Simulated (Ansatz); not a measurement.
# Calibrating wB97X-V/def2-TZVPP on molecular compounds of Na

The vertical ionisation energy (cation less neutral) in eV of 7 molecular compounds of Na: x at wB97X-V/def2-TZVPP, y at CCSD(T)/def2-TZVPP. Shapes, held fixed at every level: PBE0-D4/def2-TZVP. Programs: Ansatz 0.2.0.

```
                molecule  x (eV)  y (eV)
NaNH2 (SMILES [NH2][Na])    6.35    6.25
CH3Na (SMILES [CH3][Na])    6.59       ?
CH3NaS (SMILES C[S][Na])    6.86    6.79
  NaSH (SMILES [Na][SH])    7.54    7.42
  NaOH (SMILES [OH][Na])    7.98    7.85
  NaCl (SMILES [Na][Cl])    9.24    9.03
    NaF (SMILES [F][Na])   10.18    9.97
```

**Question.** Fit y = c + s·x to the known rows and predict y for CH3Na.

**Answer.** 
1. Means of the 6 rows: x = 8.0250, y = 7.885.
2. Σ(Δx)² = 10.52, Σ(Δx·Δy) = 10.126, so the slope is 10.126/10.52 = 0.96255.
3. Intercept: 7.885 − (0.96255) × 8.0250 = 0.161. The largest residual of the fit is 0.026.
4. CH3Na: 0.161 + 0.96255 × 6.59 = 6.50 eV.

CCSD(T)/def2-TZVPP gives 6.50 eV, so the prediction is off by 0.00 eV: they agree to the digits shown. Uncorrected, wB97X-V/def2-TZVPP misses it by +0.09 eV, and the other rows by 0.14 on average. The line removes about 100 % of this miss. Left out in turn, the other rows are missed by 0.03 eV on average, so much of the error is systematic among these molecules. Cations run unrestricted. Outer-core shells of Na are correlated, in sets that cover them unevenly.
